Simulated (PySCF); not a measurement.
Rows and methods have been separated. Pair them.

Ethenylcyclopropane, C₅H₈.
SMILES: `C=CC1CC1`

The closed-shell ground state was solved 5 times with PySCF (density fitting, gas phase), always with PBE0, in these basis sets: 6-31G*, STO-3G, def2-SVP, pcSseg-1 and pcSseg-2. Isolated species at its PBE0-D3(BJ)/def2-SVP geometry (one conformer only).

| row | total energy (Eh) | HOMO (eV) | LUMO (eV) | dipole (D) |
| --- | --- | --- | --- | --- |
| P | -195.1184 | -7.11 | 0.19 | 0.47 |
| Q | -194.9108 | -7.06 | 0.50 | 0.41 |
| R | -195.0232 | -7.12 | 0.35 | 0.42 |
| S | -192.7051 | -5.40 | 3.53 | 0.27 |
| T | -195.0431 | -6.82 | 0.82 | 0.41 |

Q: Which basis belongs to which row?

A: P = pcSseg-2, Q = def2-SVP, R = pcSseg-1, S = STO-3G, T = 6-31G*. From the lowest total energy up: pcSseg-2 (292 functions) 0 eV; 6-31G* (86 functions) +2.05 eV; pcSseg-1 (125 functions) +2.59 eV; def2-SVP (110 functions) +5.65 eV; STO-3G (33 functions) +65.67 eV.

Shape of the structure used: `[CH2:1]=[CH:2][CH:3]1[CH2:4][CH2:5]1`: C1–C2–C3–C4 -14°.
